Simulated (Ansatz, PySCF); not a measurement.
Barrier height from CH3ClF, charge -1 to the transition structure CH3ClF, without zero-point energy, on the benchmark's geometries as Psi4's copy of the set gives them.
Transition structure (charge -1, multiplicity 1):
```xyz
6

F      0.00000     0.00000    -2.53793
C      0.00000     0.00000    -0.48837
H      0.00000     1.06209    -0.61497
H     -0.91980    -0.53104    -0.61497
H      0.91980    -0.53104    -0.61497
Cl     0.00000     0.00000     1.62450
```
Reactant (charge -1, multiplicity 1):
```xyz
6

F      0.0000     0.0000    -2.6485
C      0.0000     0.0000    -1.2402
H      0.0000     1.0247    -0.8864
H     -0.8874    -0.5124    -0.8864
H      0.8874    -0.5124    -0.8864
Cl     0.0000     0.0000     1.9963
```

Open shells are unrestricted; no spin–orbit coupling.

Correlated levels freeze the cores. Rows in 6-31G* carry no dispersion term and start afresh at each structure (6-31G* with six Cartesian d functions). MP2/6-31G* freezes PySCF's default core.

Run with Ansatz (a program for electronic structure) with Gaussian orbitals; PySCF for 6-31G* rows, the dispersion terms. 

Q: One of these levels gives 194.5 kJ/mol for the barrier height. Name it.
A) B2PLYP-D3(BJ)/def2-TZVPPD
B) MP2/6-31G*
C) r2SCAN-D3(BJ)/def2-TZVPPD
D) PBE-D3(BJ)/def2-TZVPPD

A: B, MP2/6-31G*. The others give 86.3 (PBE-D3(BJ)/def2-TZVPPD), 101.4 (r2SCAN-D3(BJ)/def2-TZVPPD), 111.3 (B2PLYP-D3(BJ)/def2-TZVPPD)
